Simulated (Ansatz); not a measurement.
# Forces away from equilibrium

CH₅AlO, closed shell, at a displaced guess of a reacting structure.

Al1  (-0.964, -0.656, 0.710)
H2  (-0.421, -1.053, -1.230)
O3  (0.147, 0.605, 1.025)
C4  (0.730, 0.594, -0.176)
H5  (0.161, -0.419, -1.079)
H6  (-2.029, -1.398, 1.379)
H7  (1.840, 0.626, -0.043)
H8  (0.428, 1.640, -0.687)
(Å)

Ansatz 0.2.0; basis: def2-TZVPP; cores frozen in the correlated methods.

CCSD(T) forces from the calculation:
| atom | Fx | Fy | Fz (eV/Å) |
| --- | --- | --- | --- |
| Al1 | 0.672 | -0.460 | -2.389 |
| H2 | -2.967 | -2.200 | 1.192 |
| O3 | -2.658 | -1.854 | 2.890 |
| C4 | 3.380 | 4.233 | -5.390 |
| H5 | 2.789 | 3.306 | 2.222 |
| H6 | -1.465 | -0.772 | 1.410 |
| H7 | -0.523 | -0.302 | -0.383 |
| H8 | 0.772 | -1.952 | 0.449 |

**Question.** Which atom feels the largest CCSD(T) force, and how large is it?

**Answer.** C4, 7.64 eV/Å, along (0.44, 0.55, -0.71).

Root-mean-square difference of the force components from those of CCSD(T): PBE0-D4 0.194; wB97M-V 0.102; r2SCAN-D4 0.144; PBE-D4 0.215; CAM-B3LYP-D4 0.166; BHLYP-D4 0.279 eV/Å.

T1 diagnostic: at most 0.022. The restricted Hartree–Fock reference is unstable towards an unrestricted one here. These are differences at one structure, and CCSD(T) in triple zeta is itself an approximation.

For scale, one of the runs: CCSD(T)/def2-TZVPP forces, 174 basis functions (an equivalent command: `ansatz run in.yaml --threads 4`). Hardware: 4 CPU threads, shared host. Wall time 52 s; peak host memory 3 GiB.
